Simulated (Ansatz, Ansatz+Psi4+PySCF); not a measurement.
Two shapes of singlet CO₂.

Shape 1:

```xyz
3

C     0.0000    0.0000    0.0000
O     0.0000    0.0000    1.1787
O     0.0000    0.0000   -1.1787
```

Shape 2:

```xyz
3

C     0.0000    0.0000    0.0000
O     0.0000    0.0000    1.1287
O     0.0000    0.0000   -1.1287
```

Basis set: cc-pVTZ (spherical functions). Left uncorrelated: 3 orbitals. Charge 0, multiplicity 1.

Computed with Ansatz (development build ahead of 0.2.0) and Psi4 1.11; each method stands on the lowest determinant of its kind that the runs found.

(1) Which shape is lower in energy, and by how much in each method?

Answers

(1)

```json
{"method": "RHF", "E(2) − E(1) (eV)": "-0.212"}
{"method": "RHF-MP2", "E(2) − E(1) (eV)": "0.181"}
{"method": "RHF-CCSD(T)", "E(2) − E(1) (eV)": "0.149"}
```

The methods disagree on the order.
